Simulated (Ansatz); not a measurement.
# H5Si: the cost of one run

All numbers below are computed with Ansatz 0.2.0 (UKS B3LYP/def2-SVP).

## 1. The structure to begin with

Bond lengths: Si2–H4 1.453 Å, Si2–H5 1.453 Å, Si2–H6 1.453 Å. Angles: H4–Si2–H5 113.6°, H4–Si2–H6 113.6°, H5–Si2–H6 113.6°.

Coordinates:

```xyz
6

H    -1.0844   -0.6276   -0.2357
Si    0.5135    0.2936    0.1072
H    -1.9214   -1.1019   -0.4050
H     0.3873    0.7420    1.4840
H     0.5371    1.3797   -0.8582
H     1.5680   -0.6858   -0.0923
```

## 2. Run 1

150 steps of 0.5 fs at constant energy, with velocities drawn for 600 K.

Input file input.yaml:

```yaml
crystal:
  periodic: [false, false, false]
  atoms:
    - { symbol: H, position_ang: [-1.0844, -0.6276, -0.2357] }
    - { symbol: Si, position_ang: [0.5135, 0.2936, 0.1072] }
    - { symbol: H, position_ang: [-1.9214, -1.1019, -0.405] }
    - { symbol: H, position_ang: [0.3873, 0.742, 1.484] }
    - { symbol: H, position_ang: [0.5371, 1.3797, -0.8582] }
    - { symbol: H, position_ang: [1.568, -0.6858, -0.0923] }
magnetization:
  spin_polarized: true
  initial_magnetization: 1
basis:
  gaussian: { orbitals: def2-SVP }
hamiltonian:
  xc: b3lyp
md:
  timestep: 0.5
  n_steps: 150
  ensemble: nve
  temperature: 600.0
  initial_velocities: maxwell_boltzmann
  seed: 224235
```

Started as:

```bash
$ ansatz run input.yaml --threads 1 --pin off --max-ram 2048MiB --backend cpu --events-out ev --progress --plain --runs-dir out
```

What time and memory should one allow on 1 thread of Arm Neoverse N1, shared host?

About 3.8 min, with a peak of 0.1 GiB.
